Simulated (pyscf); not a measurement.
PySCF, gas phase, ωB97X-D3(BJ)/def2-SVP geometries. MP2 and CC: frozen core, UHF for open shells. ΔMP2 is the change of the MP2 total energy from the triple- to the quadruple-zeta basis.

Q: How much does it cost (ΔH, 298 K, CCSD(T)/def2-TZVPP + ΔMP2(QZVPP)) to split O=PH at its H–P bond into O=P• + H•?

A: H–P to O=P• + H•: 66.5 kcal/mol. The radicals are drawn with the spin at the cut bond; how far it spreads was not checked. The CCSD(T) − MP2 part came from Ansatz, without density fitting, on the same reference. The term symbol of open-shell O=P• was not checked; spin-orbit terms are left out.
